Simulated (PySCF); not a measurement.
Gas-phase reaction: SiH3Cl + SiHCl ⇌ 2 SiH2Cl

Method: PySCF energies plus ideal-gas RRHO corrections (1 bar). † marks an energy on the PBE0/def2-TZVP geometry and frequencies; other levels use their own. MP2 freezes the core. 6-31G* has spherical d functions here. Open shells (unrestricted): SiH2Cl (multiplicity 2); the rest are closed-shell singlets. B3LYP is the form with VWN-RPA correlation. SiHCl, SiH2Cl: computed as isolated molecules; such fragments, hydroxides, amides, oligomers or adducts are transient or little studied in the gas. MP2 isn't extrapolated to the basis-set limit; its ΔH°(298 K) is 116.1 kJ in def2-SVP and 122.9 kJ in def2-TZVPP. The harmonic model lacks anharmonicity and excited electronic states, which grow with temperature; levels with a mode under 35 cm⁻¹ are left out.

```csv
level,"ΔE electronic, kJ","ΔH°(298 K), kJ","ΔS°(298 K), J/K","ΔG°(1200 K), kJ"
B3LYP/def2-TZVP†,126,124,22,96
HF/6-31G*,73,72,22,44
HF/def2-TZVP†,66,64,22,36
MP2/def2-SVP†,118,116,22,88
PBE0/def2-QZVP†,107,106,22,77
PBE0/def2-TZVP,108,106,22,78
ωB97X-V/def2-TZVP†,131,129,22,101
```
ΔH° is lowest at HF/def2-TZVP† and highest at ωB97X-V/def2-TZVP†. No reference value is set beside these.
